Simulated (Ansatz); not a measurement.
# C4H4F2: small, medium and large basis sets

One table from this session's results is given with a row withheld; the runs are named, their logs left out.

Computed with Ansatz 0.2.0, Gaussian basis. Level: one geometry, several basis sets.

The runs, in order: PBE0-D4/def2-SVP; ωB97M-V/def2-SVP; PBE0-D4/def2-QZVPP; ωB97M-V/def2-QZVPP; the functionals' def2-TZVPP values are taken from earlier runs.

**The geometry**

All runs share one geometry, relaxed beforehand with PBE0-D4 in a triple-zeta def2 set.

10 atoms, charge 0, spin multiplicity 1.

Atoms are counted from 1 here; the program's logs count them from 0.

Bond lengths: C1–C2 1.331 Å, C1–H7 1.083 Å, C1–H8 1.082 Å, C2–C3 1.441 Å, C2–H9 1.084 Å, C3–F4 1.342 Å, C3–C5 1.331 Å, C5–F6 1.334 Å, C5–H10 1.082 Å. Angles: C2–C1–H7 121.5°, C2–C1–H8 120.9°, H7–C1–H8 117.7°, C1–C2–C3 123.8°, C1–C2–H9 121.1°, C3–C2–H9 115.1°, C2–C3–F4 116.5°, C2–C3–C5 126.7°, F4–C3–C5 116.8°, C3–C5–F6 120.9°, C3–C5–H10 124.5°, F6–C5–H10 114.7°.

The first run:

Contents of in.yaml:

```yaml
crystal:
  periodic: [false, false, false]
  atoms:
    - {symbol: C, position_ang: [-0.480929, -1.678588, 0.612452]}
    - {symbol: C, position_ang: [-0.125554, -0.395895, 0.621199]}
    - {symbol: C, position_ang: [0.135993, 0.370894, -0.570713]}
    - {symbol: F, position_ang: [0.004837, -0.274561, -1.739680]}
    - {symbol: C, position_ang: [0.493759, 1.651768, -0.630216]}
    - {symbol: F, position_ang: [0.647865, 2.371562, 0.482357]}
    - {symbol: H, position_ang: [-0.595119, -2.227325, -0.314318]}
    - {symbol: H, position_ang: [-0.666122, -2.209548, 1.537187]}
    - {symbol: H, position_ang: [-0.012947, 0.147785, 1.552498]}
    - {symbol: H, position_ang: [0.681417, 2.192708, -1.547965]}
basis:
  gaussian: {orbitals: def2-SVP}
hamiltonian: {xc: pbe0, dispersion: d4}
output: {orbitals: {seedname: orbitals}}
```

Command:

```bash
$ ansatz run in.yaml --threads 4 --pin off --events-out ev --progress --plain --max-ram 10444MiB
```

Among the steps run: PBE0-D4 in def2-SVP; ωB97M-V in def2-SVP; PBE0-D4 in def2-QZVPP; ωB97M-V in def2-QZVPP.

One of the session's tables, all rows but one given; the rest of the session is left out.

It belongs to the step «Density functionals: the series». 

| functional | basis | HOMO (eV) |
| --- | --- | --- |
| PBE0-D4 | def2-SVP | -6.78 |
| PBE0-D4 | def2-TZVPP | -6.88 |
| PBE0-D4 | def2-QZVPP | -6.91 |
| ωB97M-V | def2-SVP | ? |
| ωB97M-V | def2-TZVPP | -8.98 |
| ωB97M-V | def2-QZVPP | -9.01 |

Q: Estimate the row for ωB97M-V, def2-SVP from the others.

The run gave: HOMO (eV): -8.87. In the column «HOMO (eV)» it lies between ωB97M-V, def2-TZVPP (-8.98) and PBE0-D4, def2-QZVPP (-6.91).
